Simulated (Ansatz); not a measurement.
Input file for Ansatz (an electronic-structure program): R-B3LYP/def2-TZVPP on CH3O (SMILES C=[OH+]). Charge +1.

Ansatz 0.2 input:
```yaml
crystal:
  periodic: [false, false, false]
  atoms:
    - {symbol: C, position_ang: [-0.58747386, 0.21221354, 0.00722215]}
    - {symbol: O, position_ang: [0.54632358, -0.30056245, -0.00543096]}
    - {symbol: H, position_ang: [-1.42434757, -0.48518486, 0.02995949]}
    - {symbol: H, position_ang: [-0.73024045, 1.29450165, -0.00385814]}
    - {symbol: H, position_ang: [1.30884256, 0.32190157, -0.02598659]}
basis:
  gaussian:
    orbitals: def2-TZVPP
hamiltonian:
  xc: {name: B3LYP}
total_charge: 1
accuracy: high
relax: {f_tol: 0.0005, max_steps: 60}
scf: {lower_state_search: off}
output: {forces: true}
```

### Question
Give the final energy of this run.

### Answer
-114.8382 hartree.

### Question
How many basis functions does it have, and what does it roughly cost on one machine?

### Answer
104 functions; very roughly 18 core-seconds.
